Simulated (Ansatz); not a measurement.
Cartesian coordinates in Å:
```
C -0.7680 0.7196 1.4705
C -0.4048 -0.1770 0.5658
C 0.4359 0.2227 -0.5972
N 0.7362 -0.7925 -1.4474
O 0.8245 1.3584 -0.7773
H -1.3786 0.4547 2.3250
H -0.4488 1.7503 1.3592
H -0.7100 -1.2162 0.6519
H 1.3004 -0.5908 -2.2540
H 0.4130 -1.7295 -1.2965
```

Charge 0, multiplicity 1.

(1) List the r2SCAN/def2-TZVPP orbital energies in eV (Ansatz 0.2.0). (An estimate is asked.)

Results:

(1) Ansatz gave: Occupied: -514.61, -386.07, -275.75, -273.47, -273.39, -27.22, -23.88, -20.53, -16.78, -14.67, -13.65, -12.91, -10.74, -10.61, -10.59, -9.35, -7.21, -6.77, -6.11. Lowest empty: -1.88, 0.98, 1.64, 2.01, 2.67, 3.23, 3.89, 4.37.
